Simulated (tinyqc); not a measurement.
Inside a calculation. Method: Pariser-Parr-Pople SCF with singles CI, for the molecule C=C(O)O (SMILES; centres numbered as the heavy atoms are written). Computed by tinyqc, a small Python program that keeps every step. Settings: charge = 0, gamma = Ohno, start = huckel, damping = 0, iteration cap = 65, excitations kept = 9. Command: `OMP_NUM_THREADS=1 python tinyqc.py 24751 24752 out.jsonl` (the two numbers bound the seeds that draw the settings). One thread of a shared host (Intel(R) Xeon(R) Processor @ 2.60GHz), about 0.01 s of CPU time with the checks. Later iterations appear only in the table of the cycle.

## PPP integrals

Centres (angstrom, eV; a flat drawing with bonds scaled to 1.40 angstrom):

| centre | x | y | core charge z | W | gamma_rr |
|---|---|---|---|---|---|
| 1C | -1.212000 | -0.700000 | 1 | 9.920000 | 9.760000 |
| 2C | 0.000000 | 0.000000 | 1 | 9.920000 | 9.760000 |
| 3O | 1.212000 | -0.700000 | 2 | 30.920000 | 20.670000 |
| 4O | 0.000000 | 1.400000 | 2 | 30.920000 | 20.670000 |

Resonance integrals (eV):

| i | j | beta |
|---|---|---|
| 1 | 2 | -2.390000 |
| 2 | 3 | -2.330000 |
| 2 | 4 | -2.330000 |

Ohno: gamma = 14.399645/sqrt(R^2 + a^2), a = 2 x 14.399645/(gamma_rr + gamma_ss); H_rr = -W_r - sum_(s != r) z_s gamma_rs; H_rs = beta for bonds.

repulsion gamma_rs (eV), lower triangle:
```
          1C        2C         3O         4O
1C  9.760000
2C  7.080743  9.760000
3O  5.533632  8.522682  20.670000
4O  5.532338  8.521106   5.707920  20.670000
```

core matrix H (eV), lower triangle:
```
            1C          2C          3O          4O
1C  -39.132684
2C   -2.390000  -51.088317
3O    0.000000   -2.330000  -56.392155
4O    0.000000   -2.330000    0.000000  -56.389285
```

## Starting guess

pi electrons, sum of z_r less the charge = 6

Orbitals of the Hueckel matrix of the beta values.

P at the start, lower triangle:
```
           1C        2C         3O        4O
1C   1.655273
2C   0.587135  1.000000
3O  -0.336073  0.572395   1.672364
4O  -0.336073  0.572395  -0.327636  1.672364
```

## Iteration 1: Fock matrix

F_rr = H_rr + P_rr gamma_rr / 2 + sum_(s != r) P_ss gamma_rs; F_rs = H_rs - P_rs gamma_rs / 2; E = tr P (H + F) / 2 + core repulsion sum_(r<s) z_r z_s gamma_rs.

F (eV), lower triangle:
```
           1C         2C          3O          4O
1C  -5.467883
2C  -4.468676  -5.984347
3O   0.929853  -4.769171  -11.880205
4O   0.929635  -4.768720    0.935061  -11.881053
```

pi energy = -106.577024 eV

## Iteration 1: orbitals and new P

Diagonalise F (the basis is taken as orthonormal) and form P = 2 sum c c over the lowest orbitals.

orbital energies (eV): -15.891544  -12.815690  -8.058123  1.551869

P after iteration 1, lower triangle:
```
           1C        2C         3O        4O
1C   1.418990
2C   0.772110  0.973936
3O  -0.337883  0.449016   1.803506
4O  -0.337830  0.448945  -0.196463  1.803568
```

## Iteration 2: Fock matrix

As before.

F (eV), lower triangle:
```
           1C         2C          3O          4O
1C  -5.353934
2C  -5.123556  -5.548907
3O   0.934860  -4.243409  -11.305580
4O   0.934495  -4.242755    0.560698  -11.305796
```

pi energy = -107.549980 eV

## Iteration 2: orbitals and new P

As before.

orbital energies (eV): -15.057861  -11.866386  -8.513601  1.923630

P after iteration 2, lower triangle:
```
           1C        2C         3O        4O
1C   1.338080
2C   0.821940  0.979355
3O  -0.324158  0.402523   1.841252
4O  -0.324096  0.402447  -0.158717  1.841313
```

## Iteration 3: Fock matrix

As before.

F (eV), lower triangle:
```
           1C         2C          3O          4O
1C  -5.292716
2C  -5.299973  -5.452037
3O   0.896885  -4.045289  -11.101573
4O   0.896505  -4.044646    0.452973  -11.101699
```

pi energy = -107.654995 eV

## Iteration 3: orbitals and new P

As before.

orbital energies (eV): -14.770353  -11.554609  -8.597289  1.974227

P after iteration 3, lower triangle:
```
           1C        2C         3O        4O
1C   1.310599
2C   0.837838  0.981766
3O  -0.317487  0.385846   1.853789
4O  -0.317425  0.385770  -0.146182  1.853846
```

## Convergence

Stop when output and input P, before any damping, agree to 1e-7.

Course of the cycle:

| iteration | E (eV) | largest \|P(out) - P(in)\| |
|---|---|---|
| 1 | -106.57702424 | 2.36e-01 |
| 2 | -107.54998020 | 8.09e-02 |
| 3 | -107.65499503 | 2.75e-02 |
| 4 | -107.66775679 | 9.45e-03 |
| 5 | -107.66939987 | 3.27e-03 |
| 6 | -107.66961746 | 1.13e-03 |
| 7 | -107.66964674 | 3.90e-04 |
| 8 | -107.66965073 | 1.34e-04 |
| 9 | -107.66965128 | 4.56e-05 |
| 10 | -107.66965136 | 1.54e-05 |
| 11 | -107.66965137 | 5.23e-06 |
| 12 | -107.66965137 | 1.93e-06 |
| 13 | -107.66965137 | 7.12e-07 |
| 14 | -107.66965137 | 2.96e-07 |
| 15 | -107.66965137 | 1.26e-07 |
| 16 | -107.66965137 | 5.28e-08 |

Converged in 16 iterations.

## Converged orbitals

Charges are z - P_rr.

orbital energies (eV): -14.618229  -11.393062  -8.629898  1.986549

coefficients:
```
         MO1        MO2        MO3        MO4
1C  0.247642   0.000038   0.765996  -0.593232
2C  0.602641   0.000005   0.357652   0.713379
3O  0.536456  -0.707074  -0.377709  -0.263812
4O  0.536389   0.707139  -0.377719  -0.263761
```

pi charges: 1C -0.296153, 2C 0.017819, 3O 0.139194, 4O 0.139140

## Singles CI, singlets

Over the 3 single excitations with the smallest orbital gaps: A = (e_a - e_i) delta + 2 (ia|jb) - (ij|ab), with (pq|rs) = sum c_mp c_mq gamma_mn c_nr c_ns. f = 2/3 w |mu|^2 in atomic units, mu = sqrt2 sum c_ia sum_m c_mi c_ma R_m.

singlet CI matrix (eV), lower triangle:
```
           3>4       2>4       1>4
3>4   5.406487
2>4  -0.000249  7.342311
1>4  -0.066275  0.000532  9.439269
```

singlet excitation energies (eV): 5.405398  7.342311  9.440358

oscillator strengths: 0.568793  0.262781  0.000044

## Singles CI, triplets

Over the 3 single excitations with the smallest orbital gaps: A = (e_a - e_i) delta - (ij|ab), with (pq|rs) = sum c_mp c_mq gamma_mn c_nr c_ns.

triplet CI matrix (eV), lower triangle:
```
           3>4       2>4       1>4
3>4   2.612377
2>4  -0.000435  5.260084
1>4  -0.054166  0.000630  8.313574
```

triplet excitation energies (eV): 2.611862  5.260084  8.314089
